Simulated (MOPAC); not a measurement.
MOPAC input (MNDO):

```
MNDO PRECISE GNORM=0.05 LET XYZ CHARGE=-1 GEO-OK AUX(PRECISION=9) THREADS=1
CCl3

C     0.01969800 1   -0.00797679 1    0.73352803 1
Cl   -0.01247615 1    1.72980929 1   -0.06722393 1
Cl    1.49955960 1   -0.85425955 1   -0.13592839 1
Cl   -1.49403568 1   -0.87273440 1   -0.05573993 1
```

Question: What heat of formation does the run end on?

Answer: -47.49 kcal/mol.
